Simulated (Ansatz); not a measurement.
**How far each method lies from UCCSDT(Q) for SnH₂⁻, doublet**

Geometry: displaced at random from a stationary point.

```xyz
3

Sn    0.0021   -0.0210   -0.0001
H    -0.1628    1.2504   -1.2766
H    -0.0861    1.2180    1.2914
```

Basis def2-TZVPD with its core potentials; Ansatz 0.2.0. Only valence electrons are correlated (noble-gas cores and the filled d shells of p-block atoms frozen), which leaves 7 electrons in 65 orbitals. R marks a restricted (for open shells ROHF) determinant, U an unrestricted one. Active spaces: valence = (7e, 6o) chosen from the atoms' valence shells. No spin–orbit coupling is included; scalar relativity enters through the core potentials alone.

Full CI isn't at hand for all of this; UCCSDT(Q) serves as the reference, and is uncertain by about the last step of the cluster series. The frozen core follows each run's orbitals, which can shift R against U totals by a few meV for light atoms and by up to 0.1 eV past Ca.

```
UHF ⟨S²⟩                          : 0.770
T1 diagnostic (RCCSD)             : 0.0216
largest doubles amplitude (RCCSD) : 0.035
T1 diagnostic (UCCSD)             : 0.0191
```

```csv
level,E − E(UHF) (eV)
UMP2,-2.7290
UCCSD,-3.4006
UCCSD(T),-3.5113
```

(1) Estimate how far UCCSDT(Q) in def2-TZVPD lies from UCCSD(T). The table doesn't fix it; the size of (T) and the diagnostics are the guide.

(1) UCCSDT(Q) in def2-TZVPD lies 1.04 mEh below UCCSD(T), which is 25 % of the (T) step (-4.07 mEh). The diagnostics give no warning, yet the rest is a sizeable part of (T).

The other levels:

```tsv
level	E − E(UCCSDT(Q)) (mEh)	wall time
UCCSDT	0.15	–
```

Run but not shown, since their state, orbitals or frozen core can't be matched to the reference's or they repeat it: RHF, RMP2, RCCSD, RCCSD(T), BCCD(T), RCCSDT, RCCSDT(Q), CASSCF (valence space), NEVPT2 (valence space), MRCISD (valence space), MRCISD+Q (valence space), MRCISD+Q(relaxed) (valence space).

Natural occupations of CASSCF (valence space) about the gap: 1.997 1.970 1.963 1.000 0.036 0.034; effectively unpaired electrons, Σ n²(2−n)², 1.02.
